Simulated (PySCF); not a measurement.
# SiS+: bond curves at several levels of theory, part 1 of 2

What are the lowest state that PBE0 finds, the bond length, vibrational wavenumber and bond energy of SiS+, and how much do these hang on the method?

Program: PySCF 2.14.0. Level of theory: Si x2c-SVPall, S x2c-SVPall, spin-free X2C with a Gaussian nucleus. These are calculated values, not measurements.

### 1 The job

The job is set up so:

```json
{
 "atoms": "Si, S",
 "charge": "1",
 "basis": "Si x2c-SVPall, S x2c-SVPall",
 "Hamiltonian": "spin-free X2C with a Gaussian nucleus",
 "basis functions": "36",
 "electrons treated": "29",
 "masses in u": "27.9769, 31.9721",
 "levels": "PBE0, PBE, r²SCAN, revPBE, PW91, BLYP, LC-ωPBE, HF, MP2, SCS-MP2, CCSD, CCSD(T)",
 "grid": "80 radial by 434 angular points",
 "occupations": "held fixed by the projection of orbital angular momentum",
 "dissociation limit": "Si+ + S, each in its ground configuration",
 "starting distance in angstrom": "2.200",
 "values of 2S to try": "1, 3"
}
```

The run is started by

```sh
> OMP_NUM_THREADS=1 python dia.py task.json out
```

The job searches for the state first and then visits each distance with every level. Its results follow level by level.

### 2 Search for the lowest state

Unrestricted PBE0 solutions at 2.200 Å, counted from the lowest. The search isn't exhaustive.

| 2Ms+1 | unpaired | term | E (eV) | ⟨S²⟩ | ⟨Lz²⟩ | μ (D) |
| --- | --- | --- | --- | --- | --- | --- |
| 2 | π ↑ | ²Π | 0.00 | 0.76 | 1.01 | -3.30 |
| 2 | σ ↑ | ²Σ⁺ | 0.73 | 0.76 | 0.00 | -4.39 |
| 4 | σ ↑, π ↑↑ | not assigned | 2.60 | 3.76 | 2.01 | -2.58 |
| 4 | π ↑↑↑ | ⁴Π | 2.85 | 3.76 | 1.01 | 0.33 |
| 4 | σ ↑, π ↑↑ | not assigned | 2.92 | 3.76 | 2.01 | -2.80 |
| 2 | σ ↑, π ↑↓ | not assigned | 3.16 | 1.76 | 2.01 | -2.95 |

6 of 11 solutions are listed, lowest first.

A term symbol stands only where ⟨S²⟩ and ⟨Lz²⟩ are near those of a pure state. A positive dipole points from Si to S; in an ion it is taken about the centre of mass and does not tell which atom is negative.

The most promising solutions are followed along the bond (rough minima from three points):

| 2Ms+1 | unpaired | R at minimum (Å) | energy at minimum (eV) |
| --- | --- | --- | --- |
| 2 | π ↑ | 2.09 | 0.00 |
| 2 | σ ↑ | 1.93 | 0.10 |
| 4 | σ ↑, π ↑↑ | 2.19 | 2.71 |

The search made 11 SCF attempts at the starting distance; with the short scans it took 7.4 s of wall time (1 thread of Arm Neoverse V1, shared host).

### 3 The PBE0 curve of the state that the search chose

State followed: ²Π (doublet), unpaired electrons π ↑. The scan is laid around 2.091 Å.

Output of the SCF at 2.091 Å:

```text
******** <class 'pyscf.dft.uks_symm.SymAdaptedUKS'> ********
method = SymAdaptedUKS
initial guess = minao
damping factor = 0
level_shift factor = 0
DIIS = <class 'pyscf.scf.diis.CDIIS'>
diis_start_cycle = 1
diis_space = 10
diis_damp = 0
SCF conv_tol = 1e-09
SCF conv_tol_grad = None
SCF max_cycles = 60
direct_scf = False
max_memory 909 MB (current use 261 MB)
number electrons alpha = 15  beta = 14
XC library pyscf.dft.libxc version 7.0.0
    S. Lehtola, C. Steigemann, M. J.T. Oliveira, and M. A.L. Marques.,  SoftwareX 7, 1–5 (2018)
XC functionals = PBE0
    C. Adamo and V. Barone.,  J. Chem. Phys. 110, 6158 (1999)
    M. Ernzerhof and G. E. Scuseria.,  J. Chem. Phys. 110, 5029 (1999)
small_rho_cutoff = 0
Overwritten attributes  get_occ get_j get_k get_jk get_hcore  of <class 'pyscf.dft.uks_symm.SymAdaptedUKS'>
<class 'pyscf.dft.uks_symm.SymAdaptedUKS'> does not have attributes  refdm
Set gradient conv threshold to 3.16228e-05
init E= -688.484365609615
cycle= 1 E= -688.508759940922  delta_E= -0.0244  |g|= 0.0188  |ddm|= 0.0579
cycle= 2 E= -688.508466133972  delta_E= 0.000294  |g|= 0.0273  |ddm|= 0.0688
cycle= 3 E= -688.509075629853  delta_E= -0.000609  |g|= 0.00352  |ddm|= 0.0417
cycle= 4 E= -688.509085207111  delta_E= -9.58e-06  |g|= 0.000461  |ddm|= 0.00506
cycle= 5 E= -688.509085496067  delta_E= -2.89e-07  |g|= 9.41e-05  |ddm|= 0.000899
cycle= 6 E= -688.5090855487  delta_E= -5.26e-08  |g|= 4.2e-05  |ddm|= 0.000504
cycle= 7 E= -688.509085561508  delta_E= -1.28e-08  |g|= 9.62e-06  |ddm|= 0.00034
cycle= 8 E= -688.509085561992  delta_E= -4.85e-10  |g|= 2.04e-06  |ddm|= 6.58e-05
Extra cycle  E= -688.509085561999  delta_E= -6.59e-12  |g|= 1.94e-06  |ddm|= 7.13e-06
converged SCF energy = -688.509085561999  <S^2> = 0.75516621  2S+1 = 2.0051596
```

Points of the scan, energies from the lowest:

| R (Å) | E (eV) | μ (D) | Mulliken charge of Si (e) | Mayer bond order | ⟨S²⟩ | HOMO (eV) | LUMO (eV) |
| --- | --- | --- | --- | --- | --- | --- | --- |
| 1.7983 | 1.2532 | -1.20 | 0.65 | 1.80 | 0.75 | -14.93 | -13.70 |
| 1.8819 | 0.5530 | -1.64 | 0.71 | 1.76 | 0.75 | -15.00 | -13.28 |
| 1.9655 | 0.1702 | -2.09 | 0.77 | 1.72 | 0.75 | -15.03 | -12.90 |
| 2.0283 | 0.0359 | -2.42 | 0.80 | 1.69 | 0.75 | -15.03 | -12.62 |
| 2.0910 | 0.0000 | -2.75 | 0.83 | 1.67 | 0.76 | -14.93 | -12.37 |
| 2.1537 | 0.0394 | -3.07 | 0.86 | 1.65 | 0.76 | -14.66 | -12.13 |
| 2.2374 | 0.1782 | -3.48 | 0.88 | 1.62 | 0.76 | -14.32 | -11.83 |
| 2.3419 | 0.4442 | -3.95 | 0.90 | 1.60 | 0.76 | -13.93 | -11.51 |
| 2.4674 | 0.8385 | -4.44 | 0.91 | 1.57 | 0.79 | -13.50 | -11.19 |
| 2.6347 | 1.3956 | -4.75 | 0.89 | 1.52 | 0.92 | -12.98 | -10.87 |

The fit gives Re = 2.087 Å, ωe = 595 cm⁻¹, ωexe = 2.19 cm⁻¹, αe = 0.00136 cm⁻¹, Be = 0.2595 cm⁻¹, De = 3.94 eV, μ = -2.73 D.

Orbitals nearest the gap at 2.091 Å:

| spin | orbital | ε (eV) | filled | made of |
| --- | --- | --- | --- | --- |
| α | σ | -27.90 | yes | S s 83 %, Si s 8 % |
| β | σ | -26.67 | yes | S s 79 %, Si s 12 % |
| α | σ | -19.89 | yes | Si s 60 %, S p 24 %, S s 14 % |
| β | σ | -19.53 | yes | Si s 61 %, S p 22 %, S s 17 % |
| α | π | -16.49 | yes | S p 87 %, Si p 11 % |
| α | π | -15.34 | yes | S p 82 %, Si p 15 % |
| α | σ | -15.19 | yes | S p 42 %, Si p 28 %, Si s 28 % |
| β | σ | -15.01 | yes | S p 43 %, Si p 30 %, Si s 24 % |
| β | π | -14.93 | yes | S p 79 %, Si p 19 % |
| β | π | -12.37 | no | S p 68 %, Si p 30 % |
| α | π | -9.69 | no | Si p 88 %, S p 11 % |
| α | π | -9.29 | no | Si p 84 %, S p 16 % |
| β | π | -9.25 | no | Si p 80 %, S p 19 % |

Polarisability there: 51.3 bohr³ along the bond, 27.1 across it. Without diffuse functions these come out too small, above all across the bond.

### 4 Orbitals, density and potential

Orbitals, density, ELF and potential are computed afterwards from the orbital file.

Frontier orbitals at PBE0 (alpha spin), with the share of their density that lies nearest to each atom:

| orbital | energy (eV) | lies on |
| --- | --- | --- |
| HOMO | -15.19 | Si1 59 %; S2 41 % |
| LUMO | -9.69 | Si1 86 %; S2 14 % |

ELF in a plane through or near 2 of the atoms.

Ten even steps from ' ' (0.00) to '@' (1.00):
```
                                                        
                                                        
          ..::::::..            ..........              
      ..::==******==....    ....::::::::::::..          
    ..::--**##%%%%++::..  ....::----------::..          
    ::++**%%@@@@@@##==--::::::==++++****++==--::..      
  ..==##%%@@@@@@@@**------==++**######%%%%**==--::..    
  --**@@@@@@@@%%--..  ..--**####++====##%%%%**==--..    
..==##@@@@@@@@++..**++--..##%%**..::::--%%@@##++==::    
..==##@@@@@@@@--++%%%%**  **%%==++++**--##@@%%++==::    
..==##@@@@@@@@--++%%%%**  **%%==++****--##@@%%++==::    
..==##@@@@@@@@++..****--..##%%++..::::--%%@@##++==::    
  --**@@@@@@@@%%--..  ..--**####++====##%%%%**==--..    
  ..==##@@@@@@@@@@**------==++**######%%%%**==--::..    
    ::++**%%@@@@@@##==--::::::==++++****++==--::..      
    ..::--**%%%%%%++::..  ....::----------::..          
      ..::==******==....    ....::::::::::::..          
          ..::::::..            ..........              
                                                        
                                                        
```
The map spans 7.3 Å across and 5.2 Å up, centred on the molecule. Atoms in the plane (x, y in Å): Si1 (-1.0, 0.0), S2 (1.0, 0.0).

On the surface of density 0.002 e/bohr³ the electrostatic potential runs, from the 1st to the 99th percentile, from 4.58 V near S2 to 8.56 V near Si1.

The spin density lies nearest to S2 85 %; Si1 15 %.

### 5 Higher solutions at PBE0

State 2: ²Σ⁺ (doublet), unpaired electrons σ ↑, an excited solution.

The SCF at the reference distance, 2.091 Å, printed:

```text
******** <class 'pyscf.dft.uks_symm.SymAdaptedUKS'> ********
method = SymAdaptedUKS
initial guess = minao
damping factor = 0
level_shift factor = 0
DIIS = <class 'pyscf.scf.diis.CDIIS'>
diis_start_cycle = 1
diis_space = 10
diis_damp = 0
SCF conv_tol = 1e-09
SCF conv_tol_grad = None
SCF max_cycles = 60
direct_scf = False
max_memory 909 MB (current use 296 MB)
number electrons alpha = 15  beta = 14
XC library pyscf.dft.libxc version 7.0.0
    S. Lehtola, C. Steigemann, M. J.T. Oliveira, and M. A.L. Marques.,  SoftwareX 7, 1–5 (2018)
XC functionals = PBE0
    C. Adamo and V. Barone.,  J. Chem. Phys. 110, 6158 (1999)
    M. Ernzerhof and G. E. Scuseria.,  J. Chem. Phys. 110, 5029 (1999)
small_rho_cutoff = 0
Set gradient conv threshold to 3.16228e-05
init E= -688.45567249923
cycle= 1 E= -688.493078408075  delta_E= -0.0374  |g|= 0.0211  |ddm|= 0.0564
cycle= 2 E= -688.491520183801  delta_E= 0.00156  |g|= 0.0491  |ddm|= 0.0822
cycle= 3 E= -688.493415218938  delta_E= -0.0019  |g|= 0.00897  |ddm|= 0.0647
cycle= 4 E= -688.493481169338  delta_E= -6.6e-05  |g|= 0.00107  |ddm|= 0.0123
cycle= 5 E= -688.493485503264  delta_E= -4.33e-06  |g|= 0.000403  |ddm|= 0.0049
cycle= 6 E= -688.493486942757  delta_E= -1.44e-06  |g|= 0.000216  |ddm|= 0.00334
cycle= 7 E= -688.493487375654  delta_E= -4.33e-07  |g|= 0.000138  |ddm|= 0.0016
cycle= 8 E= -688.49348767218  delta_E= -2.97e-07  |g|= 3.26e-05  |ddm|= 0.00218
cycle= 9 E= -688.493487685297  delta_E= -1.31e-08  |g|= 5.13e-06  |ddm|= 0.000521
cycle= 10 E= -688.493487685372  delta_E= -7.48e-11  |g|= 5.7e-07  |ddm|= 3.53e-05
Extra cycle  E= -688.493487685371  delta_E= 9.09e-13  |g|= 1.01e-06  |ddm|= 2.02e-06
converged SCF energy = -688.493487685371  <S^2> = 0.76027951  2S+1 = 2.0102532
```

Re = 1.922 Å, ωe = 737 cm⁻¹, ωexe = 3.33 cm⁻¹, αe = 0.00176 cm⁻¹, Be = 0.3059 cm⁻¹, μ = -3.82 D. Its minimum lies 0.10 eV above that of the lowest state.

State 3: quartet, unpaired electrons σ ↑, π ↑↑, an excited solution.

Log of the SCF at 2.091 Å:

```text
******** <class 'pyscf.dft.uks_symm.SymAdaptedUKS'> ********
method = SymAdaptedUKS
initial guess = minao
damping factor = 0
level_shift factor = 0
DIIS = <class 'pyscf.scf.diis.CDIIS'>
diis_start_cycle = 1
diis_space = 10
diis_damp = 0
SCF conv_tol = 1e-09
SCF conv_tol_grad = None
SCF max_cycles = 60
direct_scf = False
max_memory 909 MB (current use 268 MB)
number electrons alpha = 16  beta = 13
XC library pyscf.dft.libxc version 7.0.0
    S. Lehtola, C. Steigemann, M. J.T. Oliveira, and M. A.L. Marques.,  SoftwareX 7, 1–5 (2018)
XC functionals = PBE0
    C. Adamo and V. Barone.,  J. Chem. Phys. 110, 6158 (1999)
    M. Ernzerhof and G. E. Scuseria.,  J. Chem. Phys. 110, 5029 (1999)
small_rho_cutoff = 0
Set gradient conv threshold to 3.16228e-05
init E= -688.385081529117
cycle= 1 E= -688.408399146648  delta_E= -0.0233  |g|= 0.0118  |ddm|= 0.0538
cycle= 2 E= -688.408441900644  delta_E= -4.28e-05  |g|= 0.0117  |ddm|= 0.0352
cycle= 3 E= -688.408545842089  delta_E= -0.000104  |g|= 0.00306  |ddm|= 0.0198
cycle= 4 E= -688.408555681405  delta_E= -9.84e-06  |g|= 0.00119  |ddm|= 0.00726
cycle= 5 E= -688.408559054176  delta_E= -3.37e-06  |g|= 0.000193  |ddm|= 0.00503
cycle= 6 E= -688.40855927366  delta_E= -2.19e-07  |g|= 5.58e-05  |ddm|= 0.00159
cycle= 7 E= -688.408559287256  delta_E= -1.36e-08  |g|= 1.95e-05  |ddm|= 0.000283
cycle= 8 E= -688.408559289074  delta_E= -1.82e-09  |g|= 3.32e-06  |ddm|= 0.000115
cycle= 9 E= -688.408559289121  delta_E= -4.66e-11  |g|= 6.29e-07  |ddm|= 2.01e-05
Extra cycle  E= -688.408559289121  delta_E= -4.55e-13  |g|= 7.38e-07  |ddm|= 2.46e-06
converged SCF energy = -688.408559289121  <S^2> = 3.7569803  2S+1 = 4.0034886
```

Re = 2.172 Å, ωe = 423 cm⁻¹; the determinant mixes terms (⟨S²⟩ = 3.76, ⟨Lz²⟩ = 2.01), so these belong to no real state. Its minimum lies 2.70 eV above that of the lowest state.

Energy (eV) from the lowest point of the lowest state:

| R (Å) | lowest | state 2 | state 3 |
| --- | --- | --- | --- |
| 1.798 | 1.253 | 0.386 | 4.219 |
| 1.882 | 0.553 | 0.129 | 3.467 |
| 1.966 | 0.170 | 0.129 | 3.024 |
| 2.028 | 0.036 | 0.244 | 2.835 |
| 2.091 | 0.000 | 0.424 | 2.735 |
| 2.154 | 0.039 | 0.649 | 2.699 |
| 2.237 | 0.178 | 0.990 | 2.716 |
| 2.342 | 0.444 | 1.444 | 2.795 |
| 2.467 | 0.839 | 1.981 | 2.924 |
| 2.635 | 1.396 | 2.602 | 3.093 |

### 6 PBE (GGA)

Log of the SCF at 2.091 Å:

```text
******** <class 'pyscf.dft.uks_symm.SymAdaptedUKS'> ********
method = SymAdaptedUKS
initial guess = minao
damping factor = 0
level_shift factor = 0
DIIS = <class 'pyscf.scf.diis.CDIIS'>
diis_start_cycle = 1
diis_space = 10
diis_damp = 0
SCF conv_tol = 1e-09
SCF conv_tol_grad = None
SCF max_cycles = 60
direct_scf = False
max_memory 909 MB (current use 268 MB)
number electrons alpha = 15  beta = 14
XC library pyscf.dft.libxc version 7.0.0
    S. Lehtola, C. Steigemann, M. J.T. Oliveira, and M. A.L. Marques.,  SoftwareX 7, 1–5 (2018)
XC functionals = PBE
    J. P. Perdew, K. Burke, and M. Ernzerhof.,  Phys. Rev. Lett. 77, 3865 (1996)
    J. P. Perdew, K. Burke, and M. Ernzerhof.,  Phys. Rev. Lett. 78, 1396 (1997)
    J. P. Perdew, K. Burke, and M. Ernzerhof.,  Phys. Rev. Lett. 77, 3865 (1996)
    J. P. Perdew, K. Burke, and M. Ernzerhof.,  Phys. Rev. Lett. 78, 1396 (1997)
small_rho_cutoff = 0
Set gradient conv threshold to 3.16228e-05
init E= -688.459534481318
cycle= 1 E= -688.459768065708  delta_E= -0.000234  |g|= 0.0331  |ddm|= 0.0976
cycle= 2 E= -688.453896508504  delta_E= 0.00587  |g|= 0.087  |ddm|= 0.169
cycle= 3 E= -688.460775651282  delta_E= -0.00688  |g|= 0.00142  |ddm|= 0.123
cycle= 4 E= -688.460777694431  delta_E= -2.04e-06  |g|= 0.000503  |ddm|= 0.00384
cycle= 5 E= -688.46077788653  delta_E= -1.92e-07  |g|= 0.000162  |ddm|= 0.000877
cycle= 6 E= -688.460777911257  delta_E= -2.47e-08  |g|= 2.39e-05  |ddm|= 0.000239
cycle= 7 E= -688.460777912347  delta_E= -1.09e-09  |g|= 1.09e-05  |ddm|= 8.59e-05
cycle= 8 E= -688.460777912528  delta_E= -1.82e-10  |g|= 1.52e-06  |ddm|= 3.03e-05
Extra cycle  E= -688.460777912524  delta_E= 4.09e-12  |g|= 3.05e-06  |ddm|= 8.07e-06
converged SCF energy = -688.460777912524  <S^2> = 0.7541258  2S+1 = 2.0041216
```

Re = 2.112 Å, ωe = 561 cm⁻¹, ωexe = 2.27 cm⁻¹, αe = 0.00142 cm⁻¹, Be = 0.2532 cm⁻¹, De = 4.23 eV, μ = -2.57 D. 5.4 s of CPU time for 12 points, integrals apart.

### 7 r²SCAN (meta-GGA)

Output of the SCF at 2.091 Å:

```text
******** <class 'pyscf.dft.uks_symm.SymAdaptedUKS'> ********
method = SymAdaptedUKS
initial guess = minao
damping factor = 0
level_shift factor = 0
DIIS = <class 'pyscf.scf.diis.CDIIS'>
diis_start_cycle = 1
diis_space = 10
diis_damp = 0
SCF conv_tol = 1e-09
SCF conv_tol_grad = None
SCF max_cycles = 60
direct_scf = False
max_memory 909 MB (current use 268 MB)
number electrons alpha = 15  beta = 14
XC library pyscf.dft.libxc version 7.0.0
    S. Lehtola, C. Steigemann, M. J.T. Oliveira, and M. A.L. Marques.,  SoftwareX 7, 1–5 (2018)
XC functionals = R2SCAN
    J. W. Furness, A. D. Kaplan, J. Ning, J. P. Perdew, and J. Sun.,  J. Phys. Chem. Lett. 11, 8208-8215 (2020)
    J. W. Furness, A. D. Kaplan, J. Ning, J. P. Perdew, and J. Sun.,  J. Phys. Chem. Lett. 11, 9248-9248 (2020)
    J. W. Furness, A. D. Kaplan, J. Ning, J. P. Perdew, and J. Sun.,  J. Phys. Chem. Lett. 11, 8208-8215 (2020)
    J. W. Furness, A. D. Kaplan, J. Ning, J. P. Perdew, and J. Sun.,  J. Phys. Chem. Lett. 11, 9248-9248 (2020)
small_rho_cutoff = 0
Set gradient conv threshold to 3.16228e-05
init E= -688.710287264628
cycle= 1 E= -688.710586063025  delta_E= -0.000299  |g|= 0.0154  |ddm|= 0.082
cycle= 2 E= -688.709714829229  delta_E= 0.000871  |g|= 0.0347  |ddm|= 0.0713
cycle= 3 E= -688.710789851272  delta_E= -0.00108  |g|= 0.00172  |ddm|= 0.0505
cycle= 4 E= -688.710792264681  delta_E= -2.41e-06  |g|= 0.000258  |ddm|= 0.00253
cycle= 5 E= -688.71079241205  delta_E= -1.47e-07  |g|= 7.97e-05  |ddm|= 0.000816
cycle= 6 E= -688.710792435708  delta_E= -2.37e-08  |g|= 2.76e-05  |ddm|= 0.000369
cycle= 7 E= -688.710792439144  delta_E= -3.44e-09  |g|= 7.79e-06  |ddm|= 0.000175
cycle= 8 E= -688.710792439314  delta_E= -1.69e-10  |g|= 2.69e-06  |ddm|= 3.79e-05
Extra cycle  E= -688.710792439296  delta_E= 1.73e-11  |g|= 5.67e-06  |ddm|= 1.3e-05
converged SCF energy = -688.710792439296  <S^2> = 0.757607  2S+1 = 2.0075926
```

Re = 2.096 Å, ωe = 580 cm⁻¹, ωexe = 2.34 cm⁻¹, αe = 0.00143 cm⁻¹, Be = 0.2573 cm⁻¹, De = 4.04 eV, μ = -2.64 D. 7.6 s of CPU time for 12 points, integrals apart.

### 8 revPBE (GGA)

The SCF at the reference distance, 2.091 Å, printed:

```text
******** <class 'pyscf.dft.uks_symm.SymAdaptedUKS'> ********
method = SymAdaptedUKS
initial guess = minao
damping factor = 0
level_shift factor = 0
DIIS = <class 'pyscf.scf.diis.CDIIS'>
diis_start_cycle = 1
diis_space = 10
diis_damp = 0
SCF conv_tol = 1e-09
SCF conv_tol_grad = None
SCF max_cycles = 60
direct_scf = False
max_memory 909 MB (current use 275 MB)
number electrons alpha = 15  beta = 14
XC library pyscf.dft.libxc version 7.0.0
    S. Lehtola, C. Steigemann, M. J.T. Oliveira, and M. A.L. Marques.,  SoftwareX 7, 1–5 (2018)
XC functionals = PBE_R,PBE
    Y. Zhang and W. Yang.,  Phys. Rev. Lett. 80, 890 (1998)
    J. P. Perdew, K. Burke, and M. Ernzerhof.,  Phys. Rev. Lett. 77, 3865 (1996)
    J. P. Perdew, K. Burke, and M. Ernzerhof.,  Phys. Rev. Lett. 78, 1396 (1997)
small_rho_cutoff = 0
Set gradient conv threshold to 3.16228e-05
init E= -688.650955658902
cycle= 1 E= -688.651040156587  delta_E= -8.45e-05  |g|= 0.03  |ddm|= 0.0855
cycle= 2 E= -688.646208370425  delta_E= 0.00483  |g|= 0.0788  |ddm|= 0.155
cycle= 3 E= -688.651872970593  delta_E= -0.00566  |g|= 0.00119  |ddm|= 0.111
cycle= 4 E= -688.651874516244  delta_E= -1.55e-06  |g|= 0.000285  |ddm|= 0.0028
cycle= 5 E= -688.651874589782  delta_E= -7.35e-08  |g|= 7.13e-05  |ddm|= 0.000484
cycle= 6 E= -688.651874595872  delta_E= -6.09e-09  |g|= 2.45e-05  |ddm|= 0.000172
cycle= 7 E= -688.651874596628  delta_E= -7.56e-10  |g|= 9.44e-06  |ddm|= 5.85e-05
Extra cycle  E= -688.65187459625  delta_E= 3.78e-10  |g|= 2.37e-05  |ddm|= 4.76e-05
converged SCF energy = -688.65187459625  <S^2> = 0.75443435  2S+1 = 2.0044294
```

Re = 2.118 Å, ωe = 556 cm⁻¹, ωexe = 2.29 cm⁻¹, αe = 0.00143 cm⁻¹, Be = 0.2518 cm⁻¹, De = 4.04 eV, μ = -2.61 D. 6.6 s of CPU time for 12 points, integrals apart.

### 9 PW91

Log of the SCF at 2.091 Å:

```text
******** <class 'pyscf.dft.uks_symm.SymAdaptedUKS'> ********
method = SymAdaptedUKS
initial guess = minao
damping factor = 0
level_shift factor = 0
DIIS = <class 'pyscf.scf.diis.CDIIS'>
diis_start_cycle = 1
diis_space = 10
diis_damp = 0
SCF conv_tol = 1e-09
SCF conv_tol_grad = None
SCF max_cycles = 60
direct_scf = False
max_memory 909 MB (current use 275 MB)
number electrons alpha = 15  beta = 14
XC library pyscf.dft.libxc version 7.0.0
    S. Lehtola, C. Steigemann, M. J.T. Oliveira, and M. A.L. Marques.,  SoftwareX 7, 1–5 (2018)
XC functionals = PW91,PW91
    J. P. Perdew. In P. Ziesche and H. Eschrig, editors, Proceedings of the 75. WE-Heraeus-Seminar and 21st Annual International Symposium on Electronic Structure of Solids, 11. Berlin, 1991. Akademie Verlag.
    J. P. Perdew, J. A. Chevary, S. H. Vosko, K. A. Jackson, M. R. Pederson, D. J. Singh, and C. Fiolhais.,  Phys. Rev. B 46, 6671 (1992)
    J. P. Perdew, J. A. Chevary, S. H. Vosko, K. A. Jackson, M. R. Pederson, D. J. Singh, and C. Fiolhais.,  Phys. Rev. B 48, 4978 (1993)
    J. P. Perdew. In P. Ziesche and H. Eschrig, editors, Proceedings of the 75. WE-Heraeus-Seminar and 21st Annual International Symposium on Electronic Structure of Solids, 11. Berlin, 1991. Akademie Verlag.
    J. P. Perdew, J. A. Chevary, S. H. Vosko, K. A. Jackson, M. R. Pederson, D. J. Singh, and C. Fiolhais.,  Phys. Rev. B 46, 6671 (1992)
    J. P. Perdew, J. A. Chevary, S. H. Vosko, K. A. Jackson, M. R. Pederson, D. J. Singh, and C. Fiolhais.,  Phys. Rev. B 48, 4978 (1993)
small_rho_cutoff = 0
Set gradient conv threshold to 3.16228e-05
init E= -688.750071523009
cycle= 1 E= -688.750563219416  delta_E= -0.000492  |g|= 0.0293  |ddm|= 0.102
cycle= 2 E= -688.745715427961  delta_E= 0.00485  |g|= 0.0789  |ddm|= 0.154
cycle= 3 E= -688.751384802455  delta_E= -0.00567  |g|= 0.00221  |ddm|= 0.11
cycle= 4 E= -688.751389536356  delta_E= -4.73e-06  |g|= 0.000559  |ddm|= 0.00522
cycle= 5 E= -688.751389744572  delta_E= -2.08e-07  |g|= 0.00018  |ddm|= 0.000937
cycle= 6 E= -688.751389775932  delta_E= -3.14e-08  |g|= 2.33e-05  |ddm|= 0.000281
cycle= 7 E= -688.751389777102  delta_E= -1.17e-09  |g|= 8.98e-06  |ddm|= 8.8e-05
cycle= 8 E= -688.751389777234  delta_E= -1.33e-10  |g|= 1.13e-06  |ddm|= 2.68e-05
Extra cycle  E= -688.751389777234  delta_E= 4.55e-13  |g|= 1.98e-06  |ddm|= 5.38e-06
converged SCF energy = -688.751389777234  <S^2> = 0.75405501  2S+1 = 2.0040509
```

Re = 2.111 Å, ωe = 562 cm⁻¹, ωexe = 2.27 cm⁻¹, αe = 0.00143 cm⁻¹, Be = 0.2536 cm⁻¹, De = 4.26 eV, μ = -2.57 D.

### 10 BLYP

The SCF at the reference distance, 2.091 Å, printed:

```text
******** <class 'pyscf.dft.uks_symm.SymAdaptedUKS'> ********
method = SymAdaptedUKS
initial guess = minao
damping factor = 0
level_shift factor = 0
DIIS = <class 'pyscf.scf.diis.CDIIS'>
diis_start_cycle = 1
diis_space = 10
diis_damp = 0
SCF conv_tol = 1e-09
SCF conv_tol_grad = None
SCF max_cycles = 60
direct_scf = False
max_memory 909 MB (current use 275 MB)
number electrons alpha = 15  beta = 14
XC library pyscf.dft.libxc version 7.0.0
    S. Lehtola, C. Steigemann, M. J.T. Oliveira, and M. A.L. Marques.,  SoftwareX 7, 1–5 (2018)
XC functionals = BLYP
    A. D. Becke.,  Phys. Rev. A 38, 3098 (1988)
    C. Lee, W. Yang, and R. G. Parr.,  Phys. Rev. B 37, 785 (1988)
    B. Miehlich, A. Savin, H. Stoll, and H. Preuss.,  Chem. Phys. Lett. 157, 200 (1989)
small_rho_cutoff = 0
Set gradient conv threshold to 3.16228e-05
init E= -688.794453483222
cycle= 1 E= -688.795498533666  delta_E= -0.00105  |g|= 0.0265  |ddm|= 0.112
cycle= 2 E= -688.791269790295  delta_E= 0.00423  |g|= 0.0733  |ddm|= 0.144
cycle= 3 E= -688.796189683814  delta_E= -0.00492  |g|= 0.00268  |ddm|= 0.101
cycle= 4 E= -688.79619718202  delta_E= -7.5e-06  |g|= 0.000631  |ddm|= 0.00626
cycle= 5 E= -688.796197431027  delta_E= -2.49e-07  |g|= 0.000207  |ddm|= 0.000992
cycle= 6 E= -688.796197472983  delta_E= -4.2e-08  |g|= 2.02e-05  |ddm|= 0.000344
cycle= 7 E= -688.796197473752  delta_E= -7.69e-10  |g|= 5.59e-06  |ddm|= 6.66e-05
Extra cycle  E= -688.796197473723  delta_E= 2.93e-11  |g|= 1.05e-05  |ddm|= 2.41e-05
converged SCF energy = -688.796197473723  <S^2> = 0.75348623  2S+1 = 2.0034832
```

Re = 2.125 Å, ωe = 545 cm⁻¹, ωexe = 2.31 cm⁻¹, αe = 0.00147 cm⁻¹, Be = 0.2503 cm⁻¹, De = 4.05 eV, μ = -2.60 D.

(Continued in part 2 of 2.)
